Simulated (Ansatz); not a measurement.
C4H6S can be A, `CC1C=CS1`, or B, `C=CC(C)=S`.

Calculated with Ansatz (gas phase, PBE0-D4/def2-TZVP geometries, no zero-point term in ΔE). CCSD(T)/CBS adds triple-zeta CCSD(T) − MP2 to the extrapolated MP2 energy (def2 sets, frozen cores). DFT in def2-TZVPP. B3LYP here is the variant with VWN-RPA as its local correlation; programs differ in this. Each species was taken in one conformer, which may not be the lowest.

Question: Which is lower in electronic energy at CCSD(T)/CBS, and by how much? (Best estimate.)

Answer: Computed: B, by 20.3 kJ/mol.

Question: Give E(B) − E(A) in kJ/mol with CCSD/def2-TZVPP, r2SCAN-D4, PBE0-D4, ωB97M-V, B3LYP-D4, PBE-D4, B3LYP. (Estimate.)

Answer: Ansatz gave: CCSD/def2-TZVPP -21.6, r2SCAN-D4 -23.7, PBE0-D4 -9.9, ωB97M-V -16.9, B3LYP-D4 -35.2, PBE-D4 -16.8, B3LYP -36.2. None reverses the order clearly.

Largest T1 diagnostic: 0.017.

From PBE to PBE0 (25 % exact exchange), in def2-TZVPP and without D4, E(B) − E(A) moves by +7.1 kJ/mol. In def2-TZVPP, CCSD(T) changes the Hartree–Fock value by +15.2 kJ/mol (the triples alone add −1.7 kJ/mol) and MP2 by +25.2 kJ/mol.
